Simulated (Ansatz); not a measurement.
**H2Ge–N, sextet: reading a ladder of total energies**

Geometry: that of the H2Ge–N, quartet, kept fixed. The quartet lies 5.9 eV lower here.

```xyz
4

Ge   -0.0346    0.0000    0.2958
N     0.0724    0.0000   -1.6458
H     0.7424   -1.2582    0.7751
H     0.7424    1.2582    0.7751
```

Basis cc-pVDZ; Ansatz 0.2.0. Only valence electrons are correlated (noble-gas cores and the filled d shells of p-block atoms frozen), which leaves 11 electrons in 36 orbitals. Prefix R: restricted or restricted open-shell reference; prefix U: unrestricted. No spin–orbit coupling is included, and no scalar relativity.

Full CI isn't at hand for all of this; UCCSDT(Q) serves as the reference, and is uncertain by about the last step of the cluster series.

Runs differ by some tens of microhartree through their thresholds and, for an open shell, their frozen cores, so steps under 0.03 kcal/mol mean nothing.

```tsv
level	total energy (hartree)
UHF	-2130.651700
UMP2	-2130.804278
UCCSD	-2130.841140
UCCSD(T)	-2130.845149
UCCSDT	-2130.846153
UCCSDT(Q)	-2130.846318
```

**Question.** What is the correlation energy at UCCSDT(Q), and what share of it do UMP2 and UCCSDT recover?

**Answer.** E(corr) = -2130.846318 − (-2130.651700) = -0.194618 hartree = -5.296 eV. UMP2: -0.152578 / -0.194618 = 78.40 %. UCCSDT: -0.194453 / -0.194618 = 99.92 %.

**Question.** By how many kcal/mol does UCCSD(T) miss UCCSDT(Q) (1 hartree = 627.509 kcal/mol), and which steps make up the rest?

**Answer.** -2130.845149 − (-2130.846318) = 0.001169 hartree = 0.73 kcal/mol. Steps: UCCSDT − UCCSD(T) = -0.63, UCCSDT(Q) − UCCSDT = -0.10 kcal/mol. That is within 1 kcal/mol of the reference in this basis, which itself misses far more of the correlation at the basis-set limit.
